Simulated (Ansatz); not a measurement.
# H4OSi: the cost of one run

Method: RKS PBE-D4/def2-SVP, in Ansatz 0.2.0.

## Step 1: Starting point

Bond lengths: Si1–H2 1.460 Å, Si1–H3 1.460 Å, Si1–H4 1.459 Å, Si1–O5 1.679 Å, O5–H6 1.010 Å. Angles: H2–Si1–H3 109.5°, H2–Si1–H4 109.5°, H2–Si1–O5 109.5°, H3–Si1–H4 109.5°, H3–Si1–O5 109.5°, H4–Si1–O5 109.5°, Si1–O5–H6 109.5°.

As a file:

```xyz
6

Si    0.0000    0.0000    0.0000
H     0.0000    0.0000    1.4600
H     1.3768    0.0000   -0.4862
H    -0.6877    1.1914   -0.4862
O    -0.7913   -1.3709   -0.5594
H    -1.2459   -1.8365    0.2129
```

## Step 2: Relaxing the start

The input, input.yaml:

```yaml
crystal:
  periodic: [false, false, false]
  atoms:
    - { symbol: Si, position_ang: [0.0, 0.0, 0.0] }
    - { symbol: H, position_ang: [0.0, 0.0, 1.46] }
    - { symbol: H, position_ang: [1.3768, 0.0, -0.4862] }
    - { symbol: H, position_ang: [-0.6877, 1.1914, -0.4862] }
    - { symbol: O, position_ang: [-0.7913, -1.3709, -0.5594] }
    - { symbol: H, position_ang: [-1.2459, -1.8365, 0.2129] }
basis:
  gaussian: { orbitals: def2-SVP }
hamiltonian:
  xc: pbe
  dispersion: d4
relax:
  f_tol: 0.02
  max_steps: 40
```

Run with:

```bash
$ ansatz run input.yaml --threads 1 --pin off --max-ram 2048MiB --backend cpu --events-out ev --progress --plain --runs-dir out
```

**Question.** How long does this run take on 1 thread of Arm Neoverse V1, shared host, and how much memory does it need?

About 7.5 s, with a peak of 0.1 GiB.
